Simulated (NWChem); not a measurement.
# trifluoromethane (CHF₃); SMILES C(F)(F)F

Q: Give the equilibrium geometry at PBE0/def2-SVP (NWChem) as an XYZ file, with the point group.

A: point group C3v; any orientation.
```
5

F      0.8805     0.8805    -0.1260
C      0.0000     0.0000     0.3340
F      0.3223    -1.2028    -0.1260
F     -1.2028     0.3223    -0.1260
H      0.0000     0.0000     1.4372
```
